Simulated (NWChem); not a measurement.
Species: ethylene (C2H4); SMILES C=C

All runs: NWChem. Structure relaxed at the PBE0/def2-SVP level.

Question: Among these, which level gives the lowest value of “orbital gap (eV)”?
A) CAM-B3LYP/pcseg-1
B) CAM-B3LYP/pcseg-2
C) CAM-B3LYP/aug-pcseg-1
D) CAM-B3LYP/def2-TZVPP

Answer: C, CAM-B3LYP/aug-pcseg-1. Values: CAM-B3LYP/aug-pcseg-1 9.67; CAM-B3LYP/pcseg-2 10.40; CAM-B3LYP/def2-TZVPP 10.49; CAM-B3LYP/pcseg-1 10.66
